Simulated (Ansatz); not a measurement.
C3H4O (`CC1=CO1`). Charge 0, multiplicity 1. Geometry: relaxed with PBE0-D4/def2-TZVP.

```xyz
8

C     0.451    0.941    0.046
C    -0.344   -0.293   -0.008
C    -0.480   -1.471   -0.653
O    -1.427   -0.559    0.601
H     1.332    0.875   -0.591
H    -0.169    1.786   -0.264
H     0.751    1.116    1.082
H    -0.113   -2.396   -0.214
```

What is the dipole moment at r2SCAN/def2-TZVPP? (Best estimate.)

The calculation gave: 3.22 D, with components (2.80, 1.49, 0.51) D in this frame, pointing from negative to positive charge.

And with PBE, B3LYP, ωB97M-V? (An estimate is asked.)

The calculation gave: PBE 3.06 D, B3LYP 3.28 D, ωB97M-V 3.36 D.

Give the Mulliken charges with r2SCAN, B3LYP, PBE in def2-TZVPP. (Best estimate.)

Computed: 
```csv
atom,r2SCAN,B3LYP,PBE
C1,-0.10,-0.19,-0.20
C2,0.31,0.29,0.22
C3,-0.22,-0.24,-0.23
O4,-0.32,-0.32,-0.25
H5,0.06,0.10,0.10
H6,0.08,0.12,0.12
H7,0.08,0.11,0.11
H8,0.11,0.14,0.13
```

B3LYP here is the variant with VWN-RPA as its local correlation; programs differ in this.
